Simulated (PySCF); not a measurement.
Molecular orbitals of AlSi

r²SCANh at R = 2.420 Å; basis Al def2-TZVPP, Si def2-TZVPP; no relativity; PySCF 2.14. State: ⁴Σ⁻ (quartet), unpaired electrons σ ↑, π ↑↑. Only the outer orbitals are listed, counted within each symmetry.

| spin | orbital | occ. | ε (eV) | on Al (%) | main shells (%) |
| --- | --- | --- | --- | --- | --- |
| α | 7σ | 1 | -13.14 | 19 | 77 Si s, 14 Al s |
| α | 8σ | 1 | -8.60 | 62 | 61 Al s, 19 Si p, 18 Si s |
| α | 3π | 1 | -5.59 | 26 | 73 Si p, 23 Al p |
| α | 3π | 1 | -5.59 | 26 | 73 Si p, 23 Al p |
| α | 9σ | 1 | -5.43 | 52 | 47 Si p, 35 Al p, 16 Al s |
| α | 4π | 0 | -2.03 | 75 | 73 Al p, 22 Si p |
| α | 4π | 0 | -2.03 | 75 | 73 Al p, 22 Si p |
| α | 10σ | 0 | 0.52 | 94 | 77 Al p, 20 Si p, 10 Al s |
| β | 7σ | 1 | -10.87 | 32 | 66 Si s, 26 Al s |
| β | 8σ | 1 | -7.13 | 62 | 59 Al s, 25 Si s, 12 Si p |
| β | 9σ | 0 | -3.05 | 50 | 48 Si p, 37 Al p, 12 Al s |
| β | 3π | 0 | -2.94 | 51 | 49 Al p, 49 Si p |
| β | 3π | 0 | -2.94 | 51 | 49 Al p, 49 Si p |

Task: Which are the highest filled and the lowest empty level, where do they sit, and how wide is the gap?

Result: Highest filled α 9σ at -5.43 eV (in %: 47 Si p, 35 Al p, 16 Al s); lowest empty β 9σ at -3.05 eV (in %: 48 Si p, 37 Al p, 12 Al s); the gap at r²SCANh is 2.38 eV.

```json
{"bond order (Mayer)": "1.57", "⟨S²⟩": "3.755", "charge on Al (Mulliken, basis-dependent)": "0.20", "charge on Al (Löwdin, basis-dependent)": "-0.01", "dipole moment (positive dipole means Al(−)Si(+))": "-1.37 D"}
```

The state was picked by a PBE0 search and need not be the measured ground state.
